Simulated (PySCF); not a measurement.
CH₃O, SMILES C=[OH+], charge +1. Atoms are numbered in the order given.

```xyz
5

C      0.0340    -0.6237     0.0000
O     -0.1305     0.6098     0.0000
H     -0.8750    -1.2245     0.0000
H      1.0294    -1.0721     0.0000
H      0.6854     1.1609     0.0000
```
Charge +1, spin multiplicity 1.

Geometry: B3LYP-D3(BJ)/def2-TZVP. The isomer is the one that the SMILES or the coordinates give; other isomers of the formula were not compared.

The numbers are results of PBE0/pcJ-1 run with PySCF, not measurements.

Isotropic couplings with Fermi-contact, spin-dipole and both spin-orbit terms, one fixed conformer, no vibrational averaging. Isotopes: 13C, 1H.

### Question
Estimate the spin–spin coupling constants. (Estimate from the structure and the level; the computed values follow.)

### Answer

```
pair   bonds apart  J (Hz)
-----  -----------  ------
C1–H3            1   213.5
C1–H4            1   196.4
C1–H5            2    -9.8
H3–H4            2    20.1
H3–H5            3    25.0
H4–H5            3    12.7
```
